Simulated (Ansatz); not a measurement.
# CrO2: experiment and calculation

**What was measured.**

From “Spin-dependent Transport Properties of CrO2 Micro Rod”, 2014, pmc:6223964, for a powder of CrO2: lattice constant a 4.423 Å; lattice constant c 2.918 Å.

How close the calculation comes is told below.

Level of theory: DFT PBEsol, scalar-relativistic, plane waves, PAW in Ansatz 0.2.0.

Settings: cutoff 420 eV, Γ-centred mesh 8×8×12 on the computed 6-atom cell, Gaussian smearing of 0.10 eV; collinear spin from starting moments 1.87 1.87 0 0 0 0 μB.

Relaxed structure, symmetry kept:

```cif
data_structure
_symmetry_space_group_name_H-M 'P 1'
_symmetry_Int_Tables_number 1
_cell_length_a 4.3924
_cell_length_b 4.3924
_cell_length_c 2.8876
_cell_angle_alpha 90.000
_cell_angle_beta 90.000
_cell_angle_gamma 90.000
_cell_volume 55.71
loop_
_atom_site_label
_atom_site_type_symbol
_atom_site_fract_x
_atom_site_fract_y
_atom_site_fract_z
_atom_site_occupancy
Cr1 Cr 0.00000 0.00000 0.00000 1
Cr2 Cr 0.50000 0.50000 0.50000 1
O1 O 0.30330 0.30330 0.00000 1
O2 O 0.19670 0.80330 0.50000 1
O3 O 0.69670 0.69670 0.00000 1
O4 O 0.80330 0.19670 0.50000 1
```

| Item | Value |
| --- | --- |
| Space group | P4_2/mnm (No. 136) |
| Volume per atom | 9.29 Å³ |
| Formation energy from the elements' standard states (uncorrected) | -1.972 eV/atom |
| Kohn–Sham band gap | none (metal) |
| Density of states at the Fermi level | 1.03 states/eV per cell |
| Löwdin character within 0.5 eV of the Fermi level | Cr 3d 62 %, O 2p 35 % |
| Bulk modulus | 254 GPa |
| Its pressure derivative | 4.9 |
| Bader charges (e) | Cr (2 in the cell) 1.97, O (4 in the cell) -0.98 |
| Total moment | 4.00 μB per cell |
| Site moments (μB; atoms counted from 1 over the whole cell) | Cr (atom 1) 1.70, Cr (atom 2) 1.70, O (atom 3) -0.05, O (atom 4) -0.05, O (atom 5) -0.05, O (atom 6) -0.05 |

Only this magnetic start was tried.

Measured lattice constant a of CrO2: 4.423 Å (powder; the paper above). This calculation gives 4.392 Å (-0.7 %). Measured lattice constant c of CrO2: 2.918 Å (powder; the paper above). This calculation gives 2.888 Å (-1.0 %). The calculation is for 0 K without zero-point motion. The calculated magnetic order may not be the real one, and cell, gap and energy hang on it, so these differences aren't the functional's alone.